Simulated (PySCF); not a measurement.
# C6H10: magnetic properties

Wanted: magnetic properties for C6H10 (`CC(C)C1C=C1`).

Programs: PySCF 2.14.0, with routines of our own; each step states its level. All values are computed. Atoms count from 0.

## 1. The starting structure

16 atoms, charge 0, multiplicity 1; geometry from: GFN2-xTB.

## 2. Geometry optimisation at PBE0-D3(BJ)/def2-SVP

The job: settings as JSON, then the geometry in Å.

```
{"job": {"xc": "PBE0", "basis": "def2-SVP", "d3": "d3bj", "grid": 1, "kind": "geom"}, "charge": 0, "multiplicity": 1}
C     -0.600292     1.618631    -0.150562
C     -0.426579     0.102898    -0.242902
C     -1.528432    -0.616576     0.534549
C      0.938583    -0.300375     0.288974
C      2.139613    -0.342837    -0.609414
C      1.661452    -1.497634    -0.254189
H     -1.571190     1.918288    -0.538843
H      0.171356     2.125437    -0.725803
H     -0.526793     1.943621     0.885435
H     -0.488796    -0.194092    -1.296394
H     -1.477502    -0.354977     1.589665
H     -1.416699    -1.694536     0.441940
H     -2.509874    -0.338888     0.156487
H      1.079377    -0.036909     1.336688
H      2.852973     0.235790    -1.142995
H      1.695202    -2.558897    -0.284046
```

Started as:

```console
OMP_NUM_THREADS=1 python excited_run.py task.json out
```

This one command runs all jobs of the session in turn.

Standard output:

```text
step   0  E = -234.11915973  max force = 0.019493
step   1  E = -234.12128748  max force = 0.003759
step   2  E = -234.12131721  max force = 0.000331
step   3  E = -234.12132011  max force = 0.000437
optimisation converged
```

It took 18 s on 1 thread of Arm Neoverse V2, shared host; peak memory 0.58 GiB.

Along the way:

| step | energy from step 0 (eV) | largest force component (eV/Å) |
| --- | --- | --- |
| 0 | 0.0000 | 1.0024 |
| 1 | -0.0579 | 0.1933 |
| 2 | -0.0587 | 0.0170 |
| 3 | -0.0588 | 0.0225 |

Close pairs (by a distance rule), those that changed most:

| bond | before (Å) | after (Å) | change (Å) |
| --- | --- | --- | --- |
| C5–H15 | 1.062 | 1.087 | +0.025 |
| C4–H14 | 1.062 | 1.087 | +0.025 |
| C3–H13 | 1.089 | 1.106 | +0.017 |
| C2–H10 | 1.088 | 1.103 | +0.015 |
| C0–H8 | 1.088 | 1.103 | +0.015 |
| C0–H6 | 1.088 | 1.101 | +0.014 |
| C2–H12 | 1.088 | 1.101 | +0.014 |
| C2–H11 | 1.088 | 1.101 | +0.013 |

The final coordinates are the input of the step that follows.

| at the end point | value |
| --- | --- |
| point group (found at 0.08 Å tolerance) | Cs |
| rotational constants (GHz, main isotopes) | 6.237, 2.655, 2.033 |
| dipole moment (D) | 0.50 |

## 3. Magnetic properties: GIAO PBE0/pcSseg-1

The job: settings as JSON, then the geometry in Å.

```
{"job": {"kind": "mag", "xc": "PBE0", "basis": "pcSseg-1", "isotopologues": 2}, "charge": 0, "multiplicity": 1}
C     -0.621409     1.629959    -0.049017
C     -0.445561     0.117088    -0.128171
C     -1.546872    -0.614503     0.631999
C      0.926727    -0.291826     0.385304
C      2.137241    -0.330794    -0.499198
C      1.661427    -1.486768    -0.145381
H     -1.604076     1.944938    -0.433994
H      0.154062     2.153921    -0.629091
H     -0.547359     1.978100     0.994853
H     -0.497075    -0.183933    -1.190278
H     -1.513663    -0.363997     1.705566
H     -1.437707    -1.706507     0.542700
H     -2.546779    -0.341703     0.259375
H      1.067323    -0.024094     1.449397
H      2.875375     0.251275    -1.044916
H      1.712766    -2.571925    -0.180819
```

Method: GIAO PBE0/pcSseg-1 magnetisability, rotational g tensor and spin-rotation constants, non-relativistic, gas phase.

Standard output:

```text
coarse grid: 12720 points
cycle   1  E = -234.1603810623  dE =  6.518e-01  |g| = 4.036e-01  |ddm| = 3.367e+00
cycle   2  E = -234.1525122893  dE =  7.869e-03  |g| = 4.511e-01  |ddm| = 8.462e-01
cycle   3  E = -234.2068123942  dE = -5.430e-02  |g| = 4.412e-02  |ddm| = 4.681e-01
cycle   4  E = -234.2071359924  dE = -3.236e-04  |g| = 2.364e-02  |ddm| = 6.471e-02
cycle   5  E = -234.2072710647  dE = -1.351e-04  |g| = 2.700e-03  |ddm| = 2.571e-02
cycle   6  E = -234.2072726816  dE = -1.617e-06  |g| = 7.252e-04  |ddm| = 2.879e-03
final grid: 120968 points
cycle   7  E = -234.2449405499  dE = -3.189e-05  |g| = 7.611e-03  |ddm| = 3.003e-02
cycle   8  E = -234.2449355473  dE =  5.003e-06  |g| = 8.857e-03  |ddm| = 1.545e-02
cycle   9  E = -234.2449560991  dE = -2.055e-05  |g| = 7.417e-04  |ddm| = 8.448e-03
cycle  10  E = -234.2449562300  dE = -1.309e-07  |g| = 1.626e-04  |ddm| = 9.369e-04
cycle  11  E = -234.2449562362  dE = -6.177e-09  |g| = 2.751e-05  |ddm| = 1.647e-04
cycle  12  E = -234.2449562363  dE = -1.404e-10  |g| = 1.368e-05  |ddm| = 3.921e-05
converged SCF energy = -234.2449562363

Magnetisability tensor (1e-30 J/T^2)
    -1102.58       18.19     -125.26
       18.19     -974.07       -4.40
     -125.26       -4.40    -1147.96
isotropic -1074.87   principal values   -1252.81  -1006.56   -965.23
isotropic susceptibility -64.730 1e-6 cm^3/mol

Inertial axes            a          b          c
rot. const./GHz      6.2372     2.6555     2.0331
chi total           -63.942    -58.127    -72.121
chi diamagnetic    -300.544   -555.138   -705.264
chi paramagnetic    236.602    497.011    633.143
quadrupole/D A        0.392      1.599     -1.991
g nuclear            0.6811     0.6067     0.6099
g electronic        -0.6933    -0.6200    -0.6048
g total             -0.0122    -0.0133     0.0052

Spin-rotation constants (kHz, H = +C I.J)
atom  isotope        aa         bb         cc
  6     1H       -0.033     -0.288     -0.158
  7     1H       -0.427     -0.039     -0.208
  8     1H       -0.646     -0.294      0.043
  9     1H       -0.597     -0.337      0.044
 10     1H       -0.646     -0.294      0.043
 11     1H       -0.427     -0.039     -0.208
 12     1H       -0.033     -0.288     -0.158
 13     1H       -0.601     -0.287      0.040
 14     1H       -0.252      0.124     -0.196
 15     1H       -0.252      0.125     -0.196
  0    13C*       0.954      0.360      0.335
  1    13C*       1.045      0.593      0.310
  3    13C*       1.223      0.527      0.170
  4    13C*       2.724      0.849      0.346
* in the singly substituted isotopologue

Isotopologues: g along a, b, c
2H    at 6,7,8,9,10,11,    -0.0091    -0.0110     0.0044
13C   at 0                 -0.0120    -0.0131     0.0051
```

Wall time 19 s (1 thread of Arm Neoverse V2, shared host); peak memory 0.82 GiB.

From this job:

| quantity | value |
| --- | --- |
| magnetisability | -1075·10⁻³⁰ J/T² |
| molar susceptibility | -64.7·10⁻⁶ cm³/mol |
| rotational g (a, b, c) | -0.0122, -0.0133, 0.0052 |

Orbitals, density, ELF and potential are computed afterwards from the orbital file.

Frontier orbitals at PBE0/pcSseg-1, with the share of their density that lies nearest to each atom:

| orbital | energy (eV) | lies on |
| --- | --- | --- |
| HOMO | -7.11 | C4, C5 about 29 % each; H13 12 %; C1 10 % |
| LUMO | 0.12 | C4, C5 about 34 % each; H14, H15 about 11 % each |

ELF in a plane through or near 11 of the atoms.

Ten even steps from '0' (0.00) to '9' (1.00):
```
0000000000000000000000000000
0000000000000000000000000000
0000000000000000000000000000
0000000000000368620000000000
0000037740001999971000000000
0000699992000999973453000000
0001899996200379758999300000
0000589986530036219999500000
0000147314642348758998200000
0000126866446612651000000000
0000126776446612751100000000
0000147304642358768998200000
0000589986530036139999500000
0001899996200389758999300000
0000699992000999973453000000
0000037740001999971000000000
0000000000000368620000000000
0000000000000000000000000000
0000000000000000000000000000
0000000000000000000000000000
```
The map spans 10.5 Å across and 9.5 Å up, centred on the molecule. Atoms in the plane (x, y in Å): C0 (1.2, -1.3), C1 (0.4, 0.0), C2 (1.2, 1.3), C4 (-2.2, -0.6), C5 (-2.2, 0.6), H6 (2.1, -1.3), H7 (0.6, -2.2), H11 (0.6, 2.2), H12 (2.1, 1.3), H14 (-2.7, -1.6), H15 (-2.7, 1.6).

log10 of the density (e/Å³) in the same plane.

Ten even steps from '0' (-4.0) to '9' (0.8):
```
0000000000000000000000000000
0000000000000000000000000000
0000000000001223222100000000
0000112221112344443221000000
0001234443334567665443210000
0012456655434678876554320000
0013568876555678888775421000
0123568887665678998876431000
0123567898776778888765431000
0123567888777899876554321000
0123567888777899876554321000
0123567898776778888765431000
0123568887665678998876431000
0013568876555678888775421000
0012456655434678876554320000
0001334443234566665433210000
0000112221112344443221000000
0000000000001223222100000000
0000000000000000000000000000
0000000000000000000000000000
```
The map spans 10.5 Å across and 9.5 Å up, centred on the molecule. Atoms in the plane (x, y in Å): C0 (1.2, -1.3), C1 (0.4, 0.0), C2 (1.2, 1.3), C4 (-2.2, -0.6), C5 (-2.2, 0.6), H6 (2.1, -1.3), H7 (0.6, -2.2), H11 (0.6, 2.2), H12 (2.1, 1.3), H14 (-2.7, -1.6), H15 (-2.7, 1.6).

On the surface of density 0.002 e/bohr³ the electrostatic potential runs, from the 1st to the 99th percentile, from -0.49 V near C4 to 1.07 V near H14.

## 4. What came out

| quantity | value |
| --- | --- |
| point group | Cs |
| rotational constants (main isotopes) | 6.24, 2.66, 2.03 GHz |
| magnetisability (step 3, GIAO PBE0/pcSseg-1) | -1075·10⁻³⁰ J/T² |
| molar susceptibility (step 3, GIAO PBE0/pcSseg-1) | -64.7·10⁻⁶ cm³/mol |
| rotational g (a, b, c) (step 3, GIAO PBE0/pcSseg-1) | -0.0122, -0.0133, 0.0052 |
| surface potential, 1st and 99th percentile | -0.49 V and 1.07 V |

What this shows: Relaxing lowered the energy by 0.059 eV in 3 steps; the close pair that moved most is C5–H15, from 1.062 to 1.087 Å. No frequency check was run at this level, so the end point may be a saddle. Vibrational averaging and real surroundings are missing from these values.
